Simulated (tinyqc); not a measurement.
Inside a calculation (part 3 of 3). Method: UHF in the sto-3g basis, for CH3-, spin multiplicity 1. The basis has no diffuse functions, so it cannot describe the extra electron: this is an exercise in the method, not the real anion. Computed by tinyqc, a small Python program that keeps every step (integrals from PySCF). Command: `OMP_NUM_THREADS=1 python tinyqc.py 27013 27014 out.jsonl` (the two numbers bound the seeds that draw the settings). One thread of a shared host (Intel(R) Xeon(R) Processor @ 2.60GHz), about 0.1 s of CPU time with the checks.

Geometry (angstrom):

| atom | x | y | z |
|---|---|---|---|
| C | 0.000000 | 0.000000 | 0.068000 |
| H | 1.241000 | 0.000000 | 0.000000 |
| H | -0.620000 | 1.074000 | 0.000000 |
| H | -0.620000 | -1.074000 | 0.000000 |

## Iteration 14 (converged): orbitals

converged F(alpha) (hartree), lower triangle:
```
             1C 1s      1C 2s     1C 2px     1C 2py    1C 2pz      2H 1s      3H 1s      4H 1s
1C 1s   -10.407638
1C 2s    -2.826457  -0.942478
1C 2px    0.000002   0.000214   0.344773
1C 2py    0.000000  -0.000001   0.000000   0.344417
1C 2pz    0.005840   0.005853  -0.000026  -0.000001  0.217416
2H 1s    -0.507827  -0.411149  -0.223727   0.000000  0.018681  -0.019452
3H 1s    -0.508854  -0.411671   0.111907  -0.193844  0.018699  -0.095877  -0.019943
4H 1s    -0.508854  -0.411671   0.111907   0.193844  0.018699  -0.095877  -0.096018  -0.019945
```

converged F(beta) (hartree), lower triangle:
```
             1C 1s      1C 2s     1C 2px     1C 2py    1C 2pz      2H 1s      3H 1s      4H 1s
1C 1s   -10.407638
1C 2s    -2.826457  -0.942478
1C 2px    0.000002   0.000214   0.344773
1C 2py    0.000000   0.000001   0.000000   0.344417
1C 2pz    0.005840   0.005853  -0.000026   0.000001  0.217416
2H 1s    -0.507827  -0.411149  -0.223727   0.000000  0.018681  -0.019452
3H 1s    -0.508854  -0.411671   0.111907  -0.193844  0.018699  -0.095877  -0.019945
4H 1s    -0.508854  -0.411671   0.111907   0.193844  0.018699  -0.095877  -0.096018  -0.019943
```

X:
```
                1          2          3          4          5          6          7          8
1C 1s   -0.365364   0.000000  -0.001069   0.889657   0.351335   0.000179   0.000000   0.184033
1C 2s    1.273866   0.000000   0.002779  -0.019851   0.045021   0.000352   0.000000   0.479711
1C 2px  -0.002812   0.000000   1.005909   0.000090   0.000012   0.611865   0.000000  -0.000348
1C 2py   0.000000   1.006297   0.000000   0.000000   0.000000   0.000000   0.611838   0.000000
1C 2pz  -0.062731   0.000000  -0.000112  -0.378999   0.924182  -0.000005   0.000000  -0.023602
2H 1s   -0.600528   0.000000  -0.902087  -0.180555  -0.071316   0.455822   0.000000   0.301015
3H 1s   -0.604532  -0.780403   0.448974  -0.180415  -0.071263  -0.227508   0.394470   0.301524
4H 1s   -0.604532   0.780403   0.448974  -0.180415  -0.071263  -0.227508  -0.394470   0.301524
```

Diagonalise F' = X^T F X, C = X C', fill 5 alpha and 5 beta electrons from the bottom; D(s) = C_occ C_occ^T. Each column has its largest component positive (the first on a tie).

F' = X^T F X (alpha) (hartree), lower triangle:
```
           1          2         3          4          5          6          7          8
1   0.710460
2   0.000000   1.050348
3  -0.001412   0.000000  1.049798
4   1.117349   0.000001  0.004319  -7.642693
5   0.426474  -0.000001  0.001678  -3.232334  -1.112309
6  -0.000246   0.000000  0.196463  -0.002358  -0.000983  -0.034308
7  -0.000001   0.196436  0.000000   0.000000   0.000000   0.000000  -0.034532
8   0.292361  -0.000001  0.001208  -3.106341  -1.280972  -0.001030   0.000000  -1.653079
```

orbital energies (alpha) (hartree): MO1 -10.414492, MO2 -0.365795, MO3 -0.069004, MO4 -0.068812, MO5 0.215717, MO6 0.866943, MO7 1.084308, MO8 1.084821

coefficients C (alpha):
```
              MO1        MO2        MO3        MO4        MO5        MO6        MO7        MO8
1C 1s    0.992444  -0.206594   0.000000  -0.000078  -0.021472  -0.232805   0.000395   0.000000
1C 2s    0.032199   0.613508  -0.000002   0.000375   0.097539   1.211750  -0.002400   0.000000
1C 2px  -0.000005  -0.000226  -0.000559   0.428636  -0.000007   0.001544   1.096590  -0.000347
1C 2py   0.000000   0.000001  -0.428692  -0.000559   0.000001   0.000000   0.000347   1.096906
1C 2pz  -0.000918  -0.018514  -0.000001   0.000022   0.995378  -0.105469   0.000184  -0.000001
2H 1s   -0.005823   0.267799  -0.000788   0.604734  -0.030267  -0.648555  -0.807138   0.000256
3H 1s   -0.005831   0.268276  -0.523029  -0.302687  -0.030235  -0.647225   0.405135  -0.700601
4H 1s   -0.005831   0.268276   0.523819  -0.301322  -0.030232  -0.647224   0.405579   0.700345
```

F' = X^T F X (beta) (hartree), lower triangle:
```
           1          2         3          4          5          6          7          8
1   0.710460
2   0.000000   1.050348
3  -0.001412   0.000000  1.049798
4   1.117349  -0.000001  0.004319  -7.642693
5   0.426474   0.000001  0.001678  -3.232334  -1.112309
6  -0.000246   0.000000  0.196463  -0.002358  -0.000983  -0.034308
7   0.000001   0.196436  0.000000   0.000000   0.000000   0.000000  -0.034532
8   0.292361   0.000001  0.001208  -3.106341  -1.280972  -0.001030   0.000000  -1.653079
```

orbital energies (beta) (hartree): MO1 -10.414492, MO2 -0.365795, MO3 -0.069004, MO4 -0.068812, MO5 0.215717, MO6 0.866943, MO7 1.084308, MO8 1.084821

coefficients C (beta):
```
              MO1        MO2        MO3        MO4        MO5        MO6        MO7        MO8
1C 1s    0.992444  -0.206594   0.000000  -0.000078  -0.021472  -0.232805   0.000395   0.000000
1C 2s    0.032199   0.613508  -0.000002   0.000375   0.097539   1.211750  -0.002400   0.000000
1C 2px  -0.000005  -0.000226  -0.000559   0.428636  -0.000007   0.001544   1.096590   0.000347
1C 2py   0.000000  -0.000001   0.428692   0.000559  -0.000001   0.000000  -0.000347   1.096906
1C 2pz  -0.000918  -0.018514  -0.000001   0.000022   0.995378  -0.105469   0.000184   0.000001
2H 1s   -0.005823   0.267799  -0.000788   0.604734  -0.030267  -0.648555  -0.807138  -0.000256
3H 1s   -0.005831   0.268276   0.523819  -0.301322  -0.030232  -0.647224   0.405579  -0.700345
4H 1s   -0.005831   0.268276  -0.523029  -0.302687  -0.030235  -0.647225   0.405135   0.700601
```

D(alpha) after iteration 14, lower triangle:
```
            1C 1s     1C 2s     1C 2px     1C 2py     1C 2pz      2H 1s      3H 1s     4H 1s
1C 1s    1.028087
1C 2s   -0.096885  0.386943
1C 2px   0.000008  0.000021   0.183729
1C 2py   0.000000  0.000001   0.000000   0.183777
1C 2pz  -0.018459  0.085700   0.000007   0.000001   0.991121
2H 1s   -0.060502  0.161384   0.259151   0.000000  -0.035066   0.438371
3H 1s   -0.060538  0.161340  -0.129511   0.224388  -0.035063  -0.109840   0.438099
4H 1s   -0.060538  0.161339  -0.129510  -0.224388  -0.035061  -0.109839  -0.109846  0.438101
```

D(beta) after iteration 14, lower triangle:
```
            1C 1s      1C 2s     1C 2px     1C 2py     1C 2pz      2H 1s      3H 1s     4H 1s
1C 1s    1.028087
1C 2s   -0.096885   0.386943
1C 2px   0.000008   0.000021   0.183729
1C 2py   0.000000  -0.000001   0.000000   0.183777
1C 2pz  -0.018459   0.085700   0.000007  -0.000001   0.991121
2H 1s   -0.060502   0.161384   0.259151   0.000000  -0.035066   0.438371
3H 1s   -0.060538   0.161339  -0.129510   0.224388  -0.035061  -0.109839   0.438101
4H 1s   -0.060538   0.161340  -0.129511  -0.224388  -0.035063  -0.109840  -0.109846  0.438099
```

## Convergence

Stop when the energy changes by less than 1e-09 hartree and every element of the error matrix X^T (F D S - S D F) X (for each spin) is below 9e-06.

Course of the cycle:

| iteration | E (hartree) | change | largest element of the error matrix |
|---|---|---|---|
| 1 | -35.94357250 | - | 4.43e-01 |
| 2 | -38.20356931 | -2.26e+00 | 1.56e-01 |
| 3 | -38.57184217 | -3.68e-01 | 7.80e-02 |
| 4 | -38.66465928 | -9.28e-02 | 6.68e-02 |
| 5 | -38.73328208 | -6.86e-02 | 3.43e-02 |
| 6 | -38.73860074 | -5.32e-03 | 1.05e-02 |
| 7 | -38.73950555 | -9.05e-04 | 4.29e-03 |
| 8 | -38.73970646 | -2.01e-04 | 1.58e-03 |
| 9 | -38.73973125 | -2.48e-05 | 2.03e-04 |
| 10 | -38.73973177 | -5.25e-07 | 6.92e-05 |
| 11 | -38.73973182 | -5.16e-08 | 2.51e-05 |
| 12 | -38.73973183 | -6.14e-09 | 1.55e-05 |
| 13 | -38.73973183 | -3.08e-09 | 2.99e-06 |
| 14 | -38.73973183 | -9.28e-11 | 6.81e-07 |

PySCF UHF in the same basis, after a stability check = -38.73973183 hartree

Converged in 14 iterations.

## Populations, bond orders and dipole

overlap S, lower triangle:
```
           1C 1s     1C 2s     1C 2px     1C 2py     1C 2pz     2H 1s     3H 1s     4H 1s
1C 1s   1.000000
1C 2s   0.248362  1.000000
1C 2px  0.000000  0.000000   1.000000
1C 2py  0.000000  0.000000   0.000000   1.000000
1C 2pz  0.000000  0.000000   0.000000   0.000000   1.000000
2H 1s   0.043672  0.406645   0.410378   0.000000  -0.022486  1.000000
3H 1s   0.043762  0.407109  -0.205340   0.355702  -0.022521  0.092938  1.000000
4H 1s   0.043762  0.407109  -0.205340  -0.355702  -0.022521  0.092938  0.093045  1.000000
```

Mulliken: Z minus the diagonal of D S on the atom; Loewdin: the same with S^(1/2) D S^(1/2); Mayer order: 2 sum_s sum (D(s) S)_ij (D(s) S)_ji over the two atoms.

Charges (e):

| atom | Mulliken | Loewdin | Mulliken spin |
|---|---|---|---|
| 1C | -0.472235 | -0.523979 | 0 |
| 2H | -0.176152 | -0.158901 | 0 |
| 3H | -0.175807 | -0.158560 | -2.22e-06 |
| 4H | -0.175807 | -0.158560 | 2.22e-06 |

Mayer bond orders:

| pair | order |
|---|---|
| 2-1 | 0.931203 |
| 3-1 | 0.931335 |
| 3-2 | 0.018884 |
| 4-1 | 0.931335 |
| 4-2 | 0.018884 |
| 4-3 | 0.018873 |

dipole moment about the origin, x y z (debye): -0.002402  0.000000  -0.548128

<S^2> of the determinant (pure state: 0) = 1.49e-11
